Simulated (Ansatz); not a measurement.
NH3 beside SiH3Cl: one fragment in the basis of the whole pair (the partner's atoms are ghosts).

in.yaml

```yaml
crystal:
  periodic: [false, false, false]
  atoms:
    - {symbol: Si, position_ang: [-0.074846, 0.196180, 1.538768]}
    - {symbol: Cl, position_ang: [0.057219, -1.828463, 1.204052]}
    - {symbol: H, position_ang: [-1.299626, 0.705835, 0.881943]}
    - {symbol: H, position_ang: [1.129249, 0.849096, 0.977507]}
    - {symbol: H, position_ang: [-0.145157, 0.412957, 3.001697]}
basis:
  gaussian:
    orbitals: "def2-TZVPPD.json"
    ghost_atoms:
      - {symbol: N, position_ang: [0.094597, -0.145606, -2.169139]}
      - {symbol: H, position_ang: [-0.732420, 0.396073, -1.952996]}
      - {symbol: H, position_ang: [0.070640, -0.981736, -1.598708]}
      - {symbol: H, position_ang: [0.900345, 0.395763, -1.883124]}
hamiltonian: {xc: hse06, dispersion: d4}
```

The basis file named in the input lies beside it (Basis Set Exchange, JSON).

Command:

```bash
ansatz run in.yaml --threads 4 --pin off --events-out ev --progress --plain --max-ram 9574MiB
```

The run's output (Ansatz 0.2.0):

```
Functional definition: HSE06
  name "HSE06"
  cite "Heyd, Scuseria & Ernzerhof, J. Chem. Phys. 118, 8207 (2003) doi:10.1063/1.1564060"
  cite "Krukau, Vydrov, Izmaylov & Scuseria, J. Chem. Phys. 125, 224106 (2006) doi:10.1063/1.2404663"
  cite "Heyd & Scuseria, J. Chem. Phys. 120, 7274 (2004) doi:10.1063/1.1668634"
  cite "Ernzerhof & Perdew, J. Chem. Phys. 109, 3313 (1998) doi:10.1063/1.476928"
  cite "Perdew, Burke & Ernzerhof, Phys. Rev. Lett. 77, 3865 (1996) doi:10.1103/PhysRevLett.77.3865"
  parent pbe
  parameter a = 0.25
  parameter omega = 0.11/bohr
  # The whole range is PBE's own exchange, as in plane waves. The composition of these papers is wPBEh.
  exchange = pbe_x - a*pbe_x_sr(omega) + a*exact_x_sr(omega)
  correlation = pbe_c
1166 factors; their error is unknown
115 factors; integrals over basis functions are off by at most 8.4e-6 eV
mean field evaluation 1: about -20442.5136 eV, gradient 1.2e1 eV
mean field evaluation 2: about -20442.7739 eV, gradient 8.4e0 eV
mean field evaluation 4: about -20442.9198 eV, gradient 4.5e-1 eV
mean field evaluation 8: about -20442.9693 eV, gradient 2.3e-1 eV
mean field -20442.96938364 eV, -751.2652681063 hartree, gradient 2.1e-5 eV, S^2 0.000000; 0 other end points of the search recorded, 0 dependent functions left out
reference -20442.96943699 eV, -751.2652700671 hartree; 17, 17 occupied and 221, 221 virtual orbitals, 1166 factors
Total energy: -20443.02757148 eV, -751.2674064703 hartree
```

The lines “mean field evaluation” count trial sets of orbitals through the whole run, from several starts and some on an approximate energy, so they need not fall steadily or lie above the final value.

Hardware: 4 CPU threads of an Arm Neoverse V1, shared host. Wall time about 1.9 s.
